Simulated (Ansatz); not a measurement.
Fluorite CeO₂ was calculated with LDA (Ansatz, a quantum-chemistry and plane-wave program, PAW).

Numerical settings: plane-wave cutoff 520 eV, 8×8×8 k mesh, perturbation theory, force constants from a 4×4×4 q mesh, no spin polarisation, scalar-relativistic PAW data made under PBE.

Computed at the level's own relaxed cell. Harmonic vibrational thermodynamics at fixed volume:

```csv
T (K),S_vib (J/K per mol of atoms),C_V (J/K per mol of atoms),F_vib (eV/atom)
0,0.00,0.00,0.0577
300,20.62,20.40,0.0295
400,26.76,22.17,0.0049
500,31.82,23.09,-0.0256
600,36.08,23.63,-0.0608
700,39.75,23.96,-0.1002
1000,48.40,24.45,-0.2379
```

The crystal is taken as a harmonic solid at every temperature: melting, phase changes and thermal expansion are not seen.
